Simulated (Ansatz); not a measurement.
## Worked example: the barrier

An elementary step of Si₂H₈S, closed shell (SiH₄S ([SiH3][SH]) + SiH₄ → Si₂H₆ ([SiH3][SiH3]) + H₂S; bonds formed: Si1–Si7, S2–H6; bonds broken: Si1–S2, H6–Si7). “Start” is the structure reached by relaxing down from the saddle towards the reactants; PBE0-D4/def2-TZVP structures. The saddle:

Si1  (-0.868, -0.348, 0.726)
S2  (1.264, 0.104, 2.014)
H3  (-1.828, -0.438, -0.450)
H4  (-0.772, -1.767, 1.133)
H5  (-1.501, 0.677, 1.583)
H6  (0.676, 0.311, 0.330)
Si7  (0.252, 0.538, -1.408)
H8  (1.856, -1.036, 1.620)
H9  (-0.763, 1.575, -1.710)
H10  (1.622, 1.078, -1.630)
H11  (0.063, -0.695, -2.209)
(Å)

Computed with Ansatz 0.2.0 (basis: def2-TZVPP and def2-QZVPP); correlated methods freeze the cores.

Energies in eV:

| quantity | saddle | start |
| --- | --- | --- |
| Hartree–Fock, triple zeta (X = 3) | -26666.02230 | -26669.73500 |
| Hartree–Fock, quadruple zeta (X = 4) | -26666.84092 | -26670.55236 |
| MP2 correlation, X = 3 | -13.39207 | -12.50896 |
| MP2 correlation, X = 4 | -14.39726 | -13.47662 |
| CCSD(T) correlation, X = 3 | -15.76927 | -14.91547 |

Q: Work out the barrier at the basis limit: extrapolate Hartree–Fock as E(X) = E∞ + A exp(−7.88 √X) and the MP2 correlation as E(X) = E∞ + B X^−2.97 (the exponents that Neese and Valeev fitted for def2-TZVPP and QZVPP), then add CCSD(T) − MP2 in triple zeta.

A: Each step is linear, so take the differences first (saddle − start): Hartree–Fock 3.71270 (X = 3) and 3.71144 (X = 4); MP2 correlation -0.88311 and -0.92064; CCSD(T) correlation -0.85380.
Two points give E∞ = E(4) + w [E(4) − E(3)], with w = 1/(exp(7.88 (2 − √3)) − 1) = 0.1377 for Hartree–Fock and w = 1/((4/3)^2.97 − 1) = 0.7407 for the correlation.
Hartree–Fock: 3.71144 + 0.1377 × (-0.00126) = 3.7113 eV.
MP2 correlation: -0.92064 + 0.7407 × (-0.03753) = -0.9484 eV.
CCSD(T) − MP2: -0.85380 − (-0.88311) = 0.0293 eV.
Sum: 3.7113 + (-0.9484) + 0.0293 = 2.7922 eV, or 64.39 kcal/mol. Plain CCSD(T) in triple zeta gives 2.8589 eV, so the larger basis shifts the result by -0.0667 eV.

T1 diagnostic: at most 0.015.

Labels in which every atom is bracketed show which atoms are joined, not bond orders.

For scale, one of the runs: CCSD(T)/def2-TZVPP, 238 basis functions, launched by `ansatz run in.yaml --threads 4 --pin off --events-out ev --progress --plain --max-ram 9574MiB`. Time: 51 s of wall clock on 4 CPU threads of an Arm Neoverse V2; the host was shared. Peak host memory: 3.9 GiB.
